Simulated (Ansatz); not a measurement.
Relaxation of C2HN (4 atoms, charge 0, multiplicity 1), to a largest force component of 0.02 eV/Å in at most 50 steps.

Theory: RHF/def2-SVP in Ansatz 0.2.0.

```xyz
4
Properties=species:S:1:pos:R:3
C -0.294 -0.525 0.915
C 1.036 -0.124 0.337
N -0.135 0.120 -0.231
H -0.606 0.529 -1.022
```

**Question.** Where does it end, and by what steps?

**Answer.** It converged. After 3 steps the energy has fallen by 0.021 eV; C2 moved furthest, 0.01 Å.

```csv
step,energy less start (eV),largest force component (eV/Å),accepted
0,0.0000,1.310,yes
1,-0.0184,0.457,yes
2,-0.0208,0.021,yes
3,-0.0208,0.005,yes
```

```xyz
4
Properties=species:S:1:pos:R:3
C -0.292 -0.520 0.907
C 1.025 -0.123 0.333
N -0.132 0.116 -0.223
H -0.602 0.526 -1.016
```

Whether the end is a true minimum wasn't checked by a vibrational analysis.

Time of the run: 3.6 s on 1 thread of Arm Neoverse N1, on a shared host, peak memory 0.092 GiB.
